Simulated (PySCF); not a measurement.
# CH3NO (Nitrosomethane): the cost of one run

Programs: PySCF 2.14.0, with routines of our own; each step states its level. All values are computed. Atoms count from 0.

## 1. The system as given

6 atoms, charge 0, multiplicity 1; geometry from: GFN2-xTB.

## 2. Optimising the geometry at BHandHLYP/def2-TZVP

What the job is given:

```
{"job": {"xc": "BHandHLYP", "basis": "def2-TZVP", "grid": 1, "kind": "geom"}, "charge": 0, "multiplicity": 1}
C     -0.419450     0.042671     0.022199
N      0.870397    -0.586674     0.125548
O      1.831305     0.066936    -0.211709
H     -0.860599     0.013496     1.019441
H     -1.032091    -0.599293    -0.612054
H     -0.386440     1.064854    -0.364998
```

Run with:

```
OMP_NUM_THREADS=1 python excited_run.py task.json out
```

The driver reads the jobs from task.json and runs them one after another.

Q: Estimate the wall time and peak memory of this first job on 1 thread of Intel Xeon Platinum 8488C, shared host.

About 14 s, with a peak of 0.43 GiB.
